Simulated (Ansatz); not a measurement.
Worked example: correlation energy of BH3, singlet

Geometry: a PBE0/def2-TZVP stationary point for this spin, not checked as a minimum.

```xyz
4

B     0.0000    0.0000    0.0000
H     1.1934    0.0146   -0.0003
H    -0.6093    1.0262   -0.0028
H    -0.5841   -1.0408    0.0031
```

Basis cc-pVDZ; Ansatz 0.2.0. Correlated methods freeze the noble-gas cores, which leaves 6 electrons in 28 orbitals. R marks a restricted (for open shells ROHF) determinant.

Full CI is exact within this basis and frozen core; it isn't the basis-set limit.

Runs differ by some tens of microhartree through their thresholds, so steps under 0.03 kcal/mol mean nothing.

```
    level  total energy (hartree)
      RHF              -26.390773
     RMP2              -26.482844
    RCCSD              -26.506895
 RCCSD(T)              -26.508411
   RCCSDT              -26.508763
RCCSDT(Q)              -26.508798
  RCCSDTQ              -26.508805
  full CI              -26.508805
```

Question: What is the correlation energy at full CI, and what share of it do RMP2 and RCCSD(T) recover?

Answer: E(corr) = -26.508805 − (-26.390773) = -0.118032 hartree = -3.212 eV. RMP2: -0.092071 / -0.118032 = 78.01 %. RCCSD(T): -0.117638 / -0.118032 = 99.67 %.

Question: By how many kcal/mol does RCCSD(T) miss full CI (1 hartree = 627.509 kcal/mol), and which steps make up the rest?

Answer: -26.508411 − (-26.508805) = 0.000394 hartree = 0.25 kcal/mol. Steps: RCCSDT − RCCSD(T) = -0.22, RCCSDT(Q) − RCCSDT = -0.02, RCCSDTQ − RCCSDT(Q) = 0.00, full CI − RCCSDTQ = 0.00 kcal/mol. That is within 1 kcal/mol of the reference in this basis, which itself misses far more of the correlation at the basis-set limit.
